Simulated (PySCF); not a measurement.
**P2H4: 4 charge schemes on one density**

Species: P₂H₄.
Structure used (PBE0-D3(BJ)/def2-SVP), in Å, numbered top down from 1:
```xyz
6
P2H4 angstrom
P     -0.2949   -0.1862   -1.0674
P      0.2956    0.1852    1.0674
H     -1.6817    0.0592   -0.8166
H     -0.4541   -1.5939   -0.8696
H      1.6829   -0.0575    0.8163
H      0.4522    1.5933    0.8699
```

Density: PBE0/pcSseg-1 (PySCF); schemes: Mulliken, IAO, Hirshfeld and ESP-fitted. Isolated species at its PBE0-D3(BJ)/def2-SVP geometry (one conformer only).

Tabulate the Mulliken, IAO, Hirshfeld and ESP-fitted charges.

In e; atoms taken as equivalent share a row and are averaged (×n: the atom named and its like, n in all):

```
       atom                     environment  Mulliken     IAO  Hirshfeld  ESP-fitted
      P1/P2  phosphorus bonded to P and 2 H    -0.128  +0.009     +0.025      -0.291
H3/H4/H5/H6                  hydrogen on P1    +0.064  -0.005     -0.013      +0.145
```

Mean size of the charges over all atoms: ESP-fitted 0.194 e, Mulliken 0.085 e, Hirshfeld 0.017 e, IAO 0.006 e. Each set sums to the total charge, 0, to within 0.001 e. The Mulliken scheme gives each basis function's population to the atom it is centred on and halves the overlap population of two atoms between them.

Lowest charge. The schemes don't all agree: Mulliken P1/P2 (-0.128); IAO H3/H4/H5/H6 (-0.005); Hirshfeld H3/H4/H5/H6 (-0.013); ESP-fitted P1/P2 (-0.291).

Highest charge. The schemes don't all agree: Mulliken H3/H4/H5/H6 (+0.064); IAO P1/P2 (+0.009); Hirshfeld P1/P2 (+0.025); ESP-fitted H3/H4/H5/H6 (+0.145).

How many electrons does the Hirshfeld scheme count on P1?

Its own charge is +0.025 e, so Z − q = 14.974.

Sum the charges by element.

```json
{"element": "P", "atoms": "2", "Mulliken": "-0.255", "IAO": "+0.019", "Hirshfeld": "+0.051", "ESP-fitted": "-0.581"}
{"element": "H", "atoms": "4", "Mulliken": "+0.256", "IAO": "-0.019", "Hirshfeld": "-0.051", "ESP-fitted": "+0.581"}
```
